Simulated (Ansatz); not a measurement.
CH2⁺, doublet along the distance C1-H2

Starting geometry (PBE0/def2-TZVP stationary point for this spin, not checked as a minimum):

```yaml
atoms:
  - { symbol: C, position_ang: [0.0000, 0.0000, 0.0000] }
  - { symbol: H, position_ang: [0.0000, 0.0000, -1.0935] }
  - { symbol: H, position_ang: [0.0000, 0.0000, 1.0935] }
```

From there H2 moves along the line of the two atoms named below, all else staying in place; atoms are numbered as listed. Energies are in eV, counted from the starting geometry at the same level.

Basis aug-cc-pVDZ; Ansatz 0.2.0. Correlated methods freeze the noble-gas cores. R marks a restricted (for open shells ROHF) determinant. Active spaces: valence = (5e, 6o) chosen from the atoms' valence shells.

For open shells CISD is restricted-active-space CI with the open shells as a complete middle space. Runs in a small pair space aren't shown, since their orbitals change along the scan. A value is left out where its run failed or describes another state than the reference as far as symmetry and spin tell, or, spin-broken singlets apart, can't be checked.

Full CI is exact within this basis and frozen core; it isn't the basis-set limit.

```tsv
distance C1-H2 (Å)	full CI	unpaired electrons (full CI)	error RMP2	error CISD	error RCCSD(T)	error BCCD(T)	error RCCSDT	error CASSCF (valence space)
0.892	1.195	1.01	-0.042	-0.015	-0.002	-0.002	0.000	-0.029
0.981	0.333	1.02	-0.025	-0.009	-0.001	-0.001	0.000	-0.023
1.093	0.000	1.02	0.000	0.000	0.000	0.000	0.000	0.000
1.182	0.085	1.02	0.022	0.008	0.001	0.001	0.000	-0.031
1.302	0.458	1.03	0.056	0.020	0.003	0.003	0.000	-0.045
1.487	1.273	1.04	0.115	0.042	0.006	0.006	0.001	-0.068
1.725	2.362	1.08	0.203	0.079	0.011	0.012	0.002	-0.094
2.008	3.455	1.16	0.316	0.137	0.018	0.020	0.003	-0.128
2.416	4.546	1.41	–	–	–	–	–	–
2.957	4.465	1.09	0.268	0.024	0.003	0.003	0.002	-0.573
3.796	4.458	1.09	0.260	0.021	0.002	0.002	0.002	-0.584
```

Unpaired electrons are Σ n²(2−n)² over natural occupations. Errors are those of relative energies. In total energy the starting point itself misses full CI by: RMP2 0.638, CISD 0.104, RCCSD(T) 0.012, BCCD(T) 0.012, RCCSDT 0.001, CASSCF (valence space) 1.604 eV.

Spread of the error over the points with a reference, to 3.796 Å (largest less smallest): RCCSDT 0.004 (10 of 11 points), RCCSD(T) 0.020 (10 of 11 points), BCCD(T) 0.022 (10 of 11 points), CISD 0.152 (10 of 11 points), RMP2 0.357 (10 of 11 points), CASSCF (valence space) 0.584 (10 of 11 points) eV.

Going outwards, the relative energy of RMP2 first misses by more than 0.043 eV (1 kcal/mol) at 1.302 Å.

Going outwards, the relative energy of CISD first misses by more than 0.043 eV (1 kcal/mol) at 1.725 Å.

CASSCF lacks dynamic correlation, of which the bound molecule has more, so its curve rises 0.584 eV too little out to 3.796 Å.
